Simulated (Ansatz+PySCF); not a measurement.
A calculation with PySCF 2.14.0.

```python
from pyscf import gto, scf, mp

mol = gto.M(atom="""
C 0.000000 0.000000 -1.067670
C 0.000000 0.000000 1.067670
""", basis='6-31g', charge=0, spin=0)
mf = scf.UHF(mol)
mf.kernel()
pt = mp.MP2(mf, frozen=2).run()
print(mf.e_tot, pt.e_corr, pt.e_tot)
```

The script is written out from the run's settings.

The run gave:

* Converged: yes
* Reference energy: -75.23918 hartree
* Correlation energy: -0.21275 hartree
* Total energy: -75.45193 hartree

The reference isn't the lowest determinant (another lies 3.19 eV lower), but the same method gives a higher total on the lower determinant. Caution: large amplitudes, a single reference is doubtful; the unrestricted determinant is a mixture of spin states.
